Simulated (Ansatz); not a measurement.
Zinc-blende GaN (metastable phase), band gap

Reference value: 3.48 eV (measured, zero-point renormalisation of 0.176 eV (computed, arXiv:2011.12765) added back here; inputs from Vurgaftman et al. (2001), doi:10.1063/1.1368156).

```json
[
 {"level (code)": "LDA (Ansatz)", "value (eV)": "1.96 (direct)", "cell (Å³/atom)": "11.05", "error (eV)": "-1.52"},
 {"level (code)": "PBE (Ansatz)", "value (eV)": "1.54 (direct)", "cell (Å³/atom)": "11.76", "error (eV)": "-1.94"},
 {"level (code)": "PBE-D4 (Ansatz)", "value (eV)": "1.74", "cell (Å³/atom)": "11.40", "error (eV)": "-1.74"},
 {"level (code)": "r²SCAN (Ansatz)", "value (eV)": "2.17 (direct)", "cell (Å³/atom)": "11.37", "error (eV)": "-1.31"},
 {"level (code)": "Hartree–Fock (Ansatz)", "value (eV)": "10.49 (direct)", "cell (Å³/atom)": "11.41", "error (eV)": "+7.01"}
]
```

Closest of the ranked levels: r²SCAN (-1.31 eV). Among them Hartree–Fock (+7.01 eV) misses by most. Every level misses the reference by more than 0.2 eV. Even the nearest is off by 1.31 eV.

Density-functional gaps are differences of (generalised) Kohn–Sham levels of a static lattice; semilocal ones lie below quasiparticle gaps as a rule. Measured gaps hold zero-point and thermal shifts unless a correction is named. Levels without +SOC have no spin–orbit coupling; where heavier elements are present it shifts gaps, mostly down, and can invert bands.  PBE-D4: the gap is read on the k mesh or supercell of the run alone and can be too large. Each level is taken at its own relaxed cell. Cutoffs and k meshes differ between the levels. Ansatz's density-functional and Hartree–Fock values are scalar-relativistic unless marked +SOC, with PAW data made under PBE.

Differences are worked out from the printed values.

Ansatz is a program for electronic structure.
